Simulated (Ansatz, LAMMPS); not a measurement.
# How well does each level of theory give the bulk modulus of bcc W?

Reference value: 312 GPa (measured, zero-point energy and finite temperature contributions removed, our sources range from 300 to 328; as tabulated in doi:10.1021/acs.jctc.3c00612).

```json
[
 {"level (code)": "Lennard-Jones uff-vdw (LAMMPS)", "value (GPa)": "1.59", "cell (Å³/atom)": "19.22"},
 {"level (code)": "LDA (Ansatz)", "value (GPa)": "335", "cell (Å³/atom)": "15.41"},
 {"level (code)": "PBE (Ansatz)", "value (GPa)": "___", "cell (Å³/atom)": "16.13"},
 {"level (code)": "HSE06 (Ansatz)", "value (GPa)": "335", "cell (Å³/atom)": "15.82"},
 {"level (code)": "Hartree–Fock (Ansatz)", "value (GPa)": "336", "cell (Å³/atom)": "16.42"}
]
```

**Question.** What belongs in the gaps?

**Answer.** 
- PBE (Ansatz, a program for electronic structure), value (GPa): 303

Errors against the reference: Lennard-Jones uff-vdw -99 %, LDA +7.4 %, PBE -2.9 %, HSE06 +7.4 %, Hartree–Fock +7.7 %.

Leaving aside Lennard-Jones uff-vdw (doubt noted below): Any of these levels can be the nearest once the reference is moved by up to 4.9 % (a margin picked here for doubts on the reference and the settings) and values within 1.7 % count as equal. Within 15 %: LDA, PBE, HSE06, Hartree–Fock.

Density-functional levels without +SOC have no spin–orbit coupling. Lennard-Jones uff-vdw: this is a force field's van der Waals term alone, without bonds or charges. Lennard-Jones uff-vdw: pair potentials favour close packing, so symmetry can be all that holds this lattice. Each level is taken at its own relaxed cell. Cutoffs and k meshes differ between the levels. Ansatz's density-functional and Hartree–Fock values are scalar-relativistic unless marked +SOC, with PAW data made under PBE.

Differences are worked out from the printed values.
